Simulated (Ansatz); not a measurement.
`C[SiH2]O` + `[SiH3]`• → `C[SiH]O`• + SiH₄ at 500 K and 1 bar (hydrogen abstraction from the Si–H bond).

Computed with Ansatz on PBE0-D4/def2-TZVP structures; ΔE is electronic, products minus reactants. CBS: MP2 limit from def2 TZ/QZ plus the TZ coupled-cluster correction, frozen cores. This one scheme is used for every species. Open shells (•) are unrestricted, without spin–orbit coupling. One conformer a species, not always the lowest.

```csv
species,CCSD(T)/CBS energy (Eh),H − E (kJ/mol),S (J/(mol·K))
`C[SiH2]O`,-405.96945,214.0,347.9
`[SiH3]`•,-290.80808,75.1,240.4
`C[SiH]O`•,-405.31213,187.5,345.8
SiH₄,-291.46306,102.4,230.9
```

H − E and S are ideal-gas, rigid-rotor, harmonic terms from PBE0-D4/def2-TZVP, for one conformer and one mirror image of each species, with the whole ground term of open shells counted as degenerate. 1 Eh = 2625.50 kJ/mol, R = 8.31446 J/(mol·K).

Task: By hand: ΔE, ΔH, ΔS and ΔG.

Result: ΔE = (-405.31213) + (-291.46306) − (-405.96945) − (-290.80808) = 0.00234 Eh = 6.1 kJ/mol. Δ(H − E) = 187.5 + 102.4 − 214.0 − 75.1 = 0.8, so ΔH = 6.9 kJ/mol. ΔS = 345.8 + 230.9 − 347.9 − 240.4 = -11.6 J/(mol·K). ΔG = 6.9 − 500 × (-11.6)/1000 = 12.7 kJ/mol.

Task: By hand: the equilibrium constant, and the temperature at which ΔG would vanish if ΔH and ΔS stayed fixed.

Result: log₁₀ K = −ΔG/(RT ln 10) = -1.3. ΔH and −TΔS have one sign here, so there is no such temperature.

TΔS isn't small against ΔH here. A doubt of 5 kJ/mol in ΔE shifts log₁₀ K by 0.5 here. Other conformers and mirror images would add mixing entropy, several J/(mol·K) or more a flexible species. These are equilibria of isolated gas molecules and say nothing of rates. Largest T1 diagnostic: 0.015 (customary marks: 0.02 for closed shells, 0.045 for open ones).

ΔS is within the doubt of such terms, so its sign, and with it that verdict, could turn.
